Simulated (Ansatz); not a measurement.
Species: C₃H₉N, SMILES `CN(C)C` (charge 0, multiplicity 1), formula C3H9N.

How many basis functions does Ansatz (an electronic-structure program) with frozen-core CCSD(T)/cc-pVTZ // PBE0-D3(BJ)/def2-SVP use, how many core orbitals are frozen, and how many electrons are correlated?

246 basis functions and 4 frozen orbitals, which leaves 26 correlated electrons. Core time is of the order of minutes.
